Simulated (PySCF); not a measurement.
B3LYP has the VWN-RPA correlation part, as in Gaussian. 

```xyz
11

C      0.0084     1.1614     0.2714
C      1.1983     0.4438     0.1790
C      1.1306    -0.9125    -0.1417
N     -0.0113    -1.5584    -0.3642
C     -1.1434    -0.8651    -0.2738
C     -1.1915     0.4936     0.0401
H      0.0161     2.2259     0.5202
H      2.1643     0.9236     0.3517
H      2.0493    -1.5058    -0.2222
H     -2.0704    -1.4200    -0.4616
H     -2.1503     1.0135     0.1010
```

Charge 0, multiplicity 1.

**Question.** Give the Mulliken and meta-Löwdin atomic charges from PySCF with B3LYP-D3(BJ)/def2-TZVP // PBE0-D3(BJ)/def2-SVP.

**Answer.** 
```csv
atom,Mulliken (e),meta-Löwdin (e)
C1,-0.11,-0.09
C2,-0.10,-0.14
C3,-0.04,0.01
N4,-0.21,-0.26
C5,-0.04,0.01
C6,-0.10,-0.14
H7,0.12,0.12
H8,0.11,0.12
H9,0.12,0.12
H10,0.12,0.12
H11,0.11,0.12
```
